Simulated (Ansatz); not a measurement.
Compare A (`CS/C=C(/N)O`) with its isomer B (`CC(N)(O)C=S`).

Gas-phase electronic energies from Ansatz, PBE0-D4/def2-TZVP geometries. CCSD(T)/CBS is the MP2 limit (def2-TZVPP, def2-QZVPP) plus CCSD(T) − MP2 in def2-TZVPP, frozen cores. DFT in def2-TZVPP. B3LYP here is the variant with VWN-RPA as its local correlation; programs differ in this. One conformer a species, not always the lowest.

(1) Which isomer does CCSD(T)/CBS put lower? Give the gap. (Best estimate.)

(2) Give E(B) − E(A) in kJ/mol with r2SCAN-D4, CCSD(T)/def2-TZVPP, B3LYP, PBE-D4, HF/def2-TZVPP, ωB97M-V, PBE0-D4. (Estimate.)

Largest T1 diagnostic: 0.014.

Answers

(1) Ansatz gave: A, by 15.3 kJ/mol.

(2) Computed: r2SCAN-D4 39.9, CCSD(T)/def2-TZVPP 9.8, B3LYP 38.6, PBE-D4 42.2, HF/def2-TZVPP 32.9, ωB97M-V 27.8, PBE0-D4 41.5. None reverses the order clearly.

The D4 term adds −3.2 kJ/mol with B3LYP and −1.7 kJ/mol with PBE0; it sums over pairs of atoms, weighted by their polarisabilities, and B3LYP, whose exchange is more repulsive, gets the larger term. In def2-TZVPP, CCSD(T) changes the Hartree–Fock value by −23.1 kJ/mol (the triples alone add −2.9 kJ/mol) and MP2 by −17.2 kJ/mol.
